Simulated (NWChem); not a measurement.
System: C$_{2}$H$_{6}$O cation, doublet; SMILES of the neutral closed-shell parent OCC

```xyz
9

C      0.2548    -1.2229    -0.0008
C     -0.4645     0.0735    -0.0012
O      0.1971     1.2382     0.0016
H     -0.4667    -2.0515    -0.0044
H      0.8912    -1.3280     0.8962
H      0.8979    -1.3258    -0.8931
H     -1.2814     0.1975    -0.7972
H     -1.2876     0.1960     0.7879
H      1.1753     1.1424     0.0006
```
Atoms are numbered in this order, from 1.

All runs: NWChem. Pople sets run with spherical d functions. Spin-unrestricted. Geometry: optimised at PBE0/def2-SVP, spin-unrestricted. This spin state was assumed; another may lie lower. No stability test was run on the SCF state. Atomic charges in e: unrestrained fits to the electrostatic potential beside Mulliken populations; buried atoms are poorly determined by the fit.

For level UHF/6-31G*:

* **Mulliken C1**: -0.59
* **Mulliken C2**: -0.17
* **Mulliken O3**: -0.29

### Question
What are these values for level B3LYP/def2-SVP?

### Answer
The Mulliken C1 comes out as -0.06 and the Mulliken C2 comes out as 0.04. The Mulliken O3 comes out as 0.00.
